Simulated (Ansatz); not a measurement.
Two structures of CH$_{5}$BO, closed shell, reached by relaxing down either side of one saddle point (PBE0-D4/def2-TZVP). Energies are electronic, without zero-point energy. Program: Ansatz 0.2.0. Basis: def2-TZVPP and def2-QZVPP. Cores are frozen in the correlated methods. Extrapolation: Hartree–Fock as exp(−7.88 √X), correlation as X^−2.97. First:

| atom | x (Å) | y (Å) | z (Å) |
| --- | --- | --- | --- |
| B1 | -0.5237 | -0.4471 | -0.3506 |
| O2 | -0.4104 | -1.6620 | 0.2378 |
| C3 | 0.3509 | 0.7900 | 0.0424 |
| H4 | 0.8955 | 1.1563 | -0.8348 |
| H5 | -1.3569 | -0.3778 | -1.2123 |
| H6 | 0.2621 | -1.6866 | 0.9248 |
| H7 | -0.2938 | 1.6203 | 0.3514 |
| H8 | 1.0761 | 0.6068 | 0.8412 |

Second:

B1  (-0.587, 0.009, -0.284)
O2  (0.414, -1.262, -0.286)
C3  (0.016, 1.198, 0.179)
H4  (1.221, -0.973, 0.163)
H5  (-1.637, -0.383, -0.689)
H6  (0.046, -2.014, 0.194)
H7  (-0.524, 2.138, 0.211)
H8  (1.051, 1.286, 0.513)
(Å)

Task: Which bonds change from the first to the second?

Result: CH₅BO ([CH3][BH][OH]) → CH₃B ([BH][CH2]) + H₂O (still joined by a long B–O bond); bonds formed: O2–H4; bonds broken: C3–H4; bonds weakened to dative contacts: B1–O2.

Task: Give the saddle point's structure and its height above each. (An estimate is asked for; the value comes from the calculation.)

Result: Computed: 343.1 kJ/mol above the first and 70.4 kJ/mol above the second (CCSD(T) at an estimated basis limit (MP2 extrapolated from triple and quadruple zeta, plus CCSD(T) − MP2 in triple zeta)).
B1  (-0.678, -0.147, -0.274)
O2  (0.315, -1.361, -0.244)
C3  (0.085, 0.979, 0.209)
H4  (0.826, -0.303, -0.338)
H5  (-1.669, -0.323, -0.904)
H6  (0.420, -1.759, 0.629)
H7  (-0.164, 2.004, -0.048)
H8  (0.865, 0.911, 0.970)
(Å)

T1 diagnostic: at most 0.013.

Labels in which every atom is bracketed show which atoms are joined, not bond orders.

For scale, one of the runs: CCSD(T)/def2-TZVPP, 163 basis functions, launched by `ansatz run in.yaml --threads 2 --pin off --events-out ev --progress --plain --max-ram 4352MiB`. Hardware: 2 CPU threads of an Arm Neoverse V1, shared host. Wall time 23 s; peak host memory 1.3 GiB.
